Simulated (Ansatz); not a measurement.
# AlO+ (quintet): from Hartree-Fock to the top rungs, 6-31G

Aim: climb from Hartree-Fock through coupled cluster for AlO+ (quintet) at one geometry and basis, and see what each rung misses.

The runs use Ansatz 0.2.0, Gaussian basis; 6-31G, core rule «outside noble gas», up to 6 orbitals frozen.

Plan: UHF; CCSD(T) on ROHF; CCSD(T) on UHF; BCCD(T) on ROHF; CISD; CCSDT(Q) on ROHF; CCSDT(Q) on UHF; CISDTQ; CCSDTQ on ROHF; CCSDTQ on UHF; Full CI.

20 further runs of the same task are left out: 4 for a known fault of the program, 5 that didn't finish, 11 set aside as unsound or not needed.

## (1) The geometry

The geometry is a PBE0/def2-TZVP stationary point (not a proven minimum) of the parent state, kept for this charge and spin.

2 atoms, charge 1, spin multiplicity 5.

Atoms are counted from 1 here; the program's logs count them from 0.

Bond lengths: Al1–O2 1.733 Å.

As a file:

```
Al    0.00000    0.00000    0.00000
O     0.00000    0.00000    1.73290
```

## (2) UHF

File in.yaml:

```yaml
crystal:
  periodic: [false, false, false]
  atoms:
    - {symbol: Al, position_ang: [0.000000, 0.000000, 0.000000]}
    - {symbol: O, position_ang: [0.000000, 0.000000, 1.732900]}
basis:
  gaussian: {orbitals: 6-31G}
total_charge: 1
magnetization: {spin_polarized: true, initial_magnetization: 4}
hamiltonian: {xc: hf}
output: {orbitals: {seedname: orbitals}}
```

Command:

```sh
> ansatz run in.yaml --threads 1 --pin off --events-out ev --progress --plain --max-ram 2393MiB
```

After this run come: CCSD(T) on ROHF; CCSD(T) on UHF; BCCD(T) on ROHF; CISD; CCSDT(Q) on ROHF; CCSDT(Q) on UHF; CISDTQ; CCSDTQ on ROHF; CCSDTQ on UHF; Full CI.

**Question.** What will the summary of the whole plan be? Wanted: FCI below the RHF energy; RMP2 from FCI; UMP2 from FCI; RCCSD from FCI; RCCSD(T) from FCI; UCCSD(T) from FCI; RCCSDT(Q) from FCI; UCCSDT(Q) from FCI; T1 diagnostic.

**Answer**, as computed:

```
                         quantity                                                                                                      value
         FCI below the RHF energy                                                                                                 -1.7883 eV
                    RMP2 from FCI                                                                                               +29.6 kJ/mol
                    UMP2 from FCI                                                                                               +27.4 kJ/mol
                   RCCSD from FCI                                                                                                +2.3 kJ/mol
                RCCSD(T) from FCI                                                                                                +0.4 kJ/mol
                UCCSD(T) from FCI                                                                                                +0.3 kJ/mol
               RCCSDT(Q) from FCI                                                                                                 0.0 kJ/mol
               UCCSDT(Q) from FCI                                                                                                -0.2 kJ/mol
levels within 1 kcal/mol (43 meV)  RCCSD, UCCSD, RCCSD(T), UCCSD(T), BCCD(T), RCCSDT, UCCSDT, CISDTQ, RCCSDT(Q), UCCSDT(Q), RCCSDTQ, UCCSDTQ
                    T1 diagnostic                                                                                                      0.015
   effectively unpaired electrons                                                                                                       4.00
```

What this shows: RCCSD(T) lands +0.4 kJ/mol from the yardstick (0.3 % of the correlation energy). UCCSDT(Q), UCCSDTQ fall below full CI: unrestricted runs freeze a spin-polarised core, another one than full CI's, and coupled cluster isn't variational. One determinant dominates. These misses are within one basis, not against nature; the frozen cores of restricted and unrestricted runs differ, which can shift their rows.
